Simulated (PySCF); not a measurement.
F2, SMILES FF. Atoms are numbered in the order given.

```xyz
2

F      0.0000     0.0000    -0.6981
F      0.0000     0.0000     0.6981
```

Geometry: B3LYP-D3(BJ)/def2-TZVPD.

Two levels are set side by side: PBE/pcSseg-2 (PySCF) and PBE0/pcSseg-2 (PySCF). GIAO shifts against CFCl3 (¹⁹F) at the same level; non-relativistic, no solvent, atoms listed together averaged. Differences are taken from unrounded values.

```tsv
quantity	PBE0
δ(¹⁹F) of F1, F2 (ppm)	359.9
```

What does PBE give, and how far is it from PBE0? (Estimate from the structure and the level; the computed values follow.)


```json
[
 {"quantity": "δ(¹⁹F) of F1, F2 (ppm)", "PBE": "350.9", "PBE minus PBE0": "-9.0"}
]
```

Rough cost on one machine, each run with all the roots and properties that it gave: PBE0 against PBE within a factor of 2.
